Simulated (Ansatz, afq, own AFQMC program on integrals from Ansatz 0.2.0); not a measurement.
# Atomization energy of SiHO, quartet

```yaml
atoms:
  - { symbol: Si, position_ang: [0.0000, -0.0944, 0.5921] }
  - { symbol: O, position_ang: [0.0000, 0.0915, -1.1262] }
  - { symbol: H, position_ang: [0.0000, 1.1795, 1.3768] }
```

Connectivity, by distances: SiH–O.

Atoms in their ground-state spins without spin–orbit coupling (mostly on UHF) minus the molecule (UHF), without zero-point energy. The geometry is a stationary point, not shown to be a minimum.

Basis cc-pVDZ. Only valence electrons are correlated. Ansatz 0.2.0 and our own AFQMC program on the same integrals; the CISD trial comes from CCSD amplitudes, and released means the phaseless constraint is let go. Free projection: walkers drawn from exp(T), propagated without any constraint. Its projection time is finite, and what remains of the start isn't in its error. Uncertainties: one standard error, sampling alone. The errors of all members are added in quadrature.

No full CI on the walks' own integrals is used here; CCSDT(Q) serves as the reference and is uncertain by about the last step of the cluster series. Each member takes its own surest rung, up to full CI.

Errors are counted within cc-pVDZ, not against nature.

Cautions: SiHO (quartet): lower spins were not checked.

| level | atomization energy (kcal/mol) |
| --- | --- |
| MP2 | 110.0 |
| CCSD | 105.6 |

(1) From these cheaper values, estimate the atomization energy at the reference level in cc-pVDZ.

(1) 108.1 kcal/mol (CCSDT(Q) in cc-pVDZ).

```csv
level,atomization energy (kcal/mol),error against CCSDT(Q) (kcal/mol)
HF,76.9,-31.1
CCSD(T),107.6,-0.5
CCSDT,107.9,-0.2
ph-AFQMC/HF,110.2 ± 1.1,2.1 ± 1.1
ph-AFQMC/CISD,107.7 ± 0.2,-0.3 ± 0.2
released AFQMC,108.4 ± 0.5,0.3 ± 0.5
free AFQMC,108.0 ± 0.3,-0.1 ± 0.3
```

Correlation beyond CCSD(T) adds 0.5 kcal/mol. The perturbative (T) step is worth +2.0 kcal/mol.

Free projections are given only where their last times agree within the noise and don't stop above the reference; a slow remainder of the start can still hide under it. A walk keeps the symmetry of its determinant, which the program's search chose and which needn't be the lowest solution, so a lower state of the same spin and another symmetry isn't excluded. Released energies are given only where the last usable release times agree within the noise; a slower fall can still hide under it.
